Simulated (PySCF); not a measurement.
H2O2, optimised at HF/6-31G*:

```xyz
4

O     -0.3305     0.1035    -0.1877
O      0.7318    -0.0755    -1.0775
H     -0.4069    -0.7577     0.2048
H      0.3084     0.0482    -1.9183
```

Computed with PySCF (xtb for GFN2) and rigid-rotor harmonic-oscillator thermochemistry at 1 bar. 6-31G* has spherical d functions here. All species are closed-shell singlets. B3LYP is the form with VWN-RPA correlation. Warning, point group unlike the PBE0 one: H2O2 (GFN2-xTB).

**Question.** List the harmonic frequencies (cm⁻¹, unscaled) at this level and at the other levels, each on its own geometry.

**Answer.** 
- HF/6-31G*: 408, 1145, 1496, 1632, 4076, 4078
- B3LYP/6-31G*: 362, 956, 1336, 1468, 3697, 3699
- GFN2-xTB: 251, 1108, 1157, 1355, 3536, 3539
- PBE/def2-SVP: 329, 911, 1264, 1406, 3637, 3638
- PBE0/def2-TZVP: 395, 1008, 1346, 1464, 3807, 3807
